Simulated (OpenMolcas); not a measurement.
# B86PBE/6-31G run of BClO (SMILES O=BCl)

What is the vertical ionisation energy of BClO at B86PBE/6-31G? 

Program for the calculation: OpenMolcas 26.06.

## 1. The molecule

BClO: 3 atoms, total charge 0, spin state singlet. SMILES: `O=BCl`. The shape is that of a GFN2-xTB optimisation.

Bond lengths: O1–B2 1.193 Å, B2–Cl3 1.639 Å. Angles: O1–B2–Cl3 179.9°.

## 2. A single-point energy at B86PBE/6-31G

Contents of job.inp:

```
* BClO Kohn-Sham DFT

&GATEWAY
  BasLib=$CurrDir
  Coord
  3
  angstrom
  O        1.019560       0.606200       0.626990
  B        0.113080       0.066620       0.069470
  Cl      -1.132640      -0.672810      -0.696460
  Basis=6-31G
  Group=NoSym

&SEWARD
  GridInput
  Grid=Fine
  End of Grid

&SCF
  KSDFT=B86PBE
  PrOrbitals=0
```

The basis set 6-31G is read from a file made from the Basis Set Exchange's data (not shown).

Command:

```console
$ export MOLCAS_MEM=1860
$ pymolcas job.inp > job.log
```

Standard output:

```text
--- Start Module: gateway ---

                                              &GATEWAY

                       available to each process: 1.9 GB of memory, 1 thread

 Basis Set     1 Label: O.6-31G
 Basis set is read from library:.
 basistype.tbl is not found

 Basis Set     2 Label: B.6-31G
 Basis set is read from library:.
 basistype.tbl is not found

 Basis Set     3 Label: CL.6-31G
 Basis set is read from library:.
 basistype.tbl is not found

++    Symmetry information:
      ---------------------

                    Character Table for C1

                             E
                    a        1  x, y, xy, Rz, z, xz, Ry, yz, Rx, I
--

++    Basis set information:
      ----------------------

      Basis set label: O.6-31G.........

      Electronic valence basis set:
      ------------------
      Associated Effective Charge   8.000000 au
      Associated Actual Charge      8.000000 au
      Nuclear Model: Point charge

      Shell  nPrim  nBasis  Cartesian Spherical Contaminant
         s      10       3        X
         p       4       2        X

      Basis set label: B.6-31G.........

      Electronic valence basis set:
      ------------------
      Associated Effective Charge   5.000000 au
      Associated Actual Charge      5.000000 au
      Nuclear Model: Point charge

      Shell  nPrim  nBasis  Cartesian Spherical Contaminant
         s      10       3        X
         p       4       2        X

      Basis set label: CL.6-31G.........

      Electronic valence basis set:
      ------------------
      Associated Effective Charge  17.000000 au
      Associated Actual Charge     17.000000 au
      Nuclear Model: Point charge

      Shell  nPrim  nBasis  Cartesian Spherical Contaminant
         s      16       4        X
         p      10       3        X
--

++    Molecular structure info:
      -------------------------

                    ************************************************
                    **** Cartesian Coordinates / bohr, angstrom ****
                    ************************************************

     Center  Label                x              y              z                     x              y              z
        1      O1               1.926689       1.145552       1.184839              1.019560       0.606200       0.626990
        2      B2               0.213690       0.125894       0.131279              0.113080       0.066620       0.069470
        3      CL3             -2.140379      -1.271427      -1.316119             -1.132640      -0.672810      -0.696460

                    ***************************************
                    *    InterNuclear Distances / bohr    *
                    ***************************************

               1 O1            2 B2            3 CL3
    1 O1       0.000000
    2 B2       2.254785        0.000000
    3 CL3      5.351413        3.096629        0.000000

                    *******************************************
                    *    InterNuclear Distances / angstrom    *
                    *******************************************

               1 O1            2 B2            3 CL3
    1 O1       0.000000
    2 B2       1.193181        0.000000
    3 CL3      2.831846        1.638665        0.000000
--

            Nuclear Potential Energy             70.60310213 au

--- Stop Module: gateway /rc=_RC_ALL_IS_WELL_ ---

--- Start Module: seward ---

                                              &SEWARD

                       available to each process: 1.9 GB of memory, 1 thread

               SEWARD will generate:
                  Multipole Moment integrals up to order  2
                  Kinetic Energy integrals
                  Nuclear Attraction integrals (point charge)
                  One-Electron Hamiltonian integrals
                  Velocity integrals
                  Orbital angular momentum around ( -0.6725  -0.3994  -0.4135 )
                  Velocity quadrupole around ( -0.6725  -0.3994  -0.4135 )
                  Two-Electron Repulsion integrals

                   Integrals are discarded if absolute value <: 1.00E-14
                   Integral cutoff threshold is set to       <: 1.00E-16

            Nuclear Potential Energy             70.60310213 au

      Basis set specifications :
      Symmetry species         a
      Basis functions           31

--- Stop Module: seward /rc=_RC_ALL_IS_WELL_ ---

--- Start Module: scf ---

                                                &SCF

                       available to each process: 1.9 GB of memory, 1 thread

 ###############################################################################
 ###     Minimized-density-differences option turned off!                    ###
 ###############################################################################
++    Input section:
      --------------

      Header of the integral files:

      Cartesian coordinates in angstrom:
      -----------------------------------------------------
      No.  Label        X            Y            Z
      -----------------------------------------------------
       1   O1         1.01956000   0.60620000   0.62699000
       2   B2         0.11308000   0.06662000   0.06947000
       3   CL3       -1.13264000  -0.67281000  -0.69646000
      -----------------------------------------------------
      Nuclear repulsion energy =   70.60310213
--

++    Orbital specifications:
      -----------------------

      Symmetry species               1
                                     a
      Frozen orbitals                0
      Occupied orbitals             15
      Secondary orbitals            16
      Deleted orbitals               0
      Total number of orbitals      31
      Number of basis functions     31
--

      Molecular charge                           0.000

      Numerical integration parameters
      --------------------------------
      Radial quadrature type:                         MHL
      Size of radial grid:                            75
      Lebedev angular grid:                           29
      Angular grid pruned with the crowding factor:  3.00E+00
                                 and fading factor:  6.00E+00
      Screening threshold for integral computation:   1.00E-11
      Radial quadrature accuracy:                     1.00E-25
      Maximum batch size:                             128
      AO values are stored on disk
      The same grid will be used for all iterations.

      DFT functional specifications
      -----------------------------
      Using Libxc version: 6.2.2
      Please cite the following reference:
      S. Lehtola, C. Steigemann, M. J.T. Oliveira, and M. A.L. Marques.,  SoftwareX 7, 1–5 (2018) doi:10.1016/j.softx.2017.11.002

      * Becke 86
      * Perdew, Burke & Ernzerhof
        - J. P. Perdew, K. Burke, and M. Ernzerhof.,  Phys. Rev. Lett. 77, 3865 (1996) doi:10.1103/PhysRevLett.77.3865
        - J. P. Perdew, K. Burke, and M. Ernzerhof.,  Phys. Rev. Lett. 78, 1396 (1997) doi:10.1103/PhysRevLett.78.1396

++    Optimization specifications:
      ----------------------------

      SCF Algorithm: Conventional
      D(i)-D(i-1) density differences are used
      Number of density matrices in core                 5
      Maximum number of NDDO SCF iterations            400
      Maximum number of HF SCF iterations              400
      Threshold for SCF energy change             1.00E-09
      Threshold for density matrix                1.00E-04
      Threshold for Fock matrix                   1.50E-04
      Threshold for linear dependence             1.00E-09
      Threshold at which DIIS is turned on        1.50E-01
      Maximum depth in the DIIS procedure                5
      Maximum depth in the BFGS Hessian update          30
      Threshold at which QNR/C2DIIS is turned on  7.50E-02
      Threshold for Norm(delta) (QNR/C2DIIS)      1.00E-03
      All orbitals punched on: SCFORB
--

      Input vectors read from INPORB
      Orbital file label: *Guess orbitals

++ Convergence information
                                   B86PBE     iterations: Energy and convergence statistics

Iter     Tot. B86PBE     One-elec.       Two-elec.     Energy      Max Dij or  Max Fij      DNorm      TNorm      AccCon     Time
         Energy          Energy          Energy        Change      Delta Norm                                                in Sec.
   1  -559.866074149  -949.128951013   318.659774738   0.00E+00    9.82E-01*   1.57E-01*    7.39E+00   1.15E+02   None         0.
   2  -556.747771838  -952.879330096   325.528456131   3.12E+00*   4.52E-01*   1.25E-01*    7.90E+00   1.16E+02   EDIIS        0.
   3  -560.078407563  -953.144910841   322.463401152  -3.33E+00*   3.16E-01*   1.03E-01*    2.35E+00   1.16E+02   EDIIS        0.
   4  -560.098202262  -953.400833684   322.699529295  -1.98E-02*   5.12E-02*   4.75E-02*    9.85E-01   1.15E+02   EDIIS        0.
   5  -560.247395938  -951.333363712   320.482865648  -1.49E-01*   3.78E-02*   1.45E-02*    4.59E-01   1.15E+02   c2DIIS       0.
   6  -560.249536287  -952.476596313   321.623957900  -2.14E-03*   9.82E-02*   1.62E-02*    3.19E-01   1.15E+02   QNRc2DIIS    0.
   7  -560.236838126  -952.357170952   321.517230700   1.27E-02*   6.92E-02*   4.89E-02*    3.74E-01   1.15E+02   QNRc2DIIS    0.
   8  -560.251632157  -951.980929839   321.126195556  -1.48E-02*   1.34E-02*   6.08E-03*    2.56E-01   1.15E+02   QNRc2DIIS    0.
   9  -560.252092064  -952.154983033   321.299788843  -4.60E-04*   2.03E-03*   1.08E-03*    8.21E-02   1.15E+02   QNRc2DIIS    0.
  10  -560.252103803  -952.198773664   321.343567735  -1.17E-05*   1.17E-04    3.20E-04*    9.51E-03   1.15E+02   QNRc2DIIS    0.
  11  -560.252104035  -952.198746964   321.343540803  -2.32E-07*   5.20E-04    2.64E-04*    5.18E-04   1.15E+02   QNRc2DIIS    0.
  12  -560.252104512  -952.199631550   321.344424913  -4.77E-07*   8.31E-06    3.68E-06     2.20E-03   1.15E+02   QNRc2DIIS    0.
  13  -560.252104512  -952.199578422   321.344371784  -1.47E-10    3.97E-07    1.98E-07     5.20E-05   1.15E+02   QNRc2DIIS    0.

       Convergence after  13 Iterations
--

 *****************************************************************************************************************************
 *                                             SCF/KS-DFT Program, Final results                                             *
 *                                                       Final Results                                                       *
 *****************************************************************************************************************************

::    Total KS-DFT energy                            -560.2521045117
      One-electron energy                            -952.1995784220
      Two-electron energy                             321.3443717840
      Nuclear repulsion energy                         70.6031021264
      Kinetic energy (interpolated)                   559.1607540642
      Virial theorem                                    1.0019517651
      Total spin, S(S+1)                                0.0000000000
      Total spin, S                                     0.0000000000
      Max non-diagonal density matrix element           0.0000004124
      Max non-diagonal Fock matrix element              0.0000000622

      No orbitals printed

++    Molecular charges:
      ------------------

      Mulliken charges per centre
      ---------------------------

                O1      B2      CL3
      Total    8.2522  4.8308 16.9170

      N-E     -0.2522  0.1692  0.0830

      Total electronic charge=   30.000000

      Total            charge=   -0.000000
--

++    Molecular properties:
      ---------------------

      Charge (e):
                      =   -0.0000
      Dipole Moment (debye):
      Origin of the operator (angstrom)=   -0.3559   -0.2113   -0.2188
                   X= -1.4712E+00               Y= -8.7617E-01               Z= -9.0489E-01           Total=  1.9367E+00
      Quadrupole Moment (debye*angstrom):
      Origin of the operator (angstrom)=   -0.3559   -0.2113   -0.2188
                  XX= -2.5626E+01              XY= -2.1232E+00              XZ= -2.1956E+00              YY= -2.3319E+01
                  YZ= -1.3057E+00              ZZ= -2.3406E+01
      In traceless form (debye*angstrom)
                  XX= -2.2639E+00              XY= -3.1848E+00              XZ= -3.2935E+00              YY=  1.1977E+00
                  YZ= -1.9585E+00              ZZ=  1.0662E+00
--

--- Stop Module: scf /rc=_RC_ALL_IS_WELL_ ---
--- Module scf spent 1 second ---

.##################.
.# Happy landing! #.
.##################.

    Timing: Wall=2.53 User=1.73 System=0.47
```

It took 2.7 s on 1 thread of Arm Neoverse V2, shared host; peak memory 0.37 GiB.

(Part 1 of 2 ends here.)
